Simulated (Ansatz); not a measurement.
1T (CdI2-type) PtSe₂, treated with PBE (plane waves, PAW; Ansatz, a first-principles code).

Numerical settings: plane-wave cutoff 520 eV, 12×12×8 k mesh (along the axes of the cell as run), Fermi–Dirac smearing 0.01 eV, scalar-relativistic PAW data made under PBE.

Starting structure:

```
PtSe2
1.0
    3.73000     0.00000     0.00000
   -1.86500     3.23027     0.00000
    0.00000     0.00000     5.08000
Pt Se
1 2
Cartesian
  0.00000   0.00000   0.00000
  0.00000   2.15352   1.29540
  1.86500   1.07676   3.78460
```

Q: Into what structure does the relaxation of cell and atoms lead at this level, with the symmetry of the start kept?

A: The volume rises by 29 %; final space group P-3m1.
```
PtSe2
1.0
    3.75164     0.00000     0.00000
   -1.87582     3.24901     0.00000
    0.00000     0.00000     6.47842
Pt Se
1 2
Direct
  0.00000   0.00000   0.00000
  0.33333   0.66667   0.20168
  0.66667   0.33333   0.79832
```

Note: the cell comes from a level without a dispersion term, which matters for the spacing of layers, chains or molecules; the cell has widely spaced layers and the level no dispersion term, so their spacing and the moduli can rest on weak binding.
